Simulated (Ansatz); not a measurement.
Take V in the bcc (W type) structure (space group Im-3m, No. 229; a = 2.9974 Å) as the base.

The values are results of PBE/PAW in Ansatz (an electronic-structure program), without spin-orbit coupling, earlier PAW set, not measurements.

Now apply this change: full substitution V → Nb, then cell and atoms are relaxed.

Measured lattice parameter a: V 3.021 Å (static lattice; corrected from measurement; as listed in Daniel Mejia-Rodriguez, S. B. Trickey, Phys. Rev. B (2018)); Nb 3.294 Å (static lattice; corrected from measurement; as listed in Daniel Mejia-Rodriguez, S. B. Trickey, Phys. Rev. B (2018)).

Question: How well does PBE reproduce the measured shift?

Answer: With PBE the lattice parameter a moves by +0.312 Å (2.997 → 3.310) against +0.273 Å measured.

No phonon test of stability was made. Starting moments died away, wholly or in part, for the base; another magnetic solution may exist. All final runs are without spin polarisation.
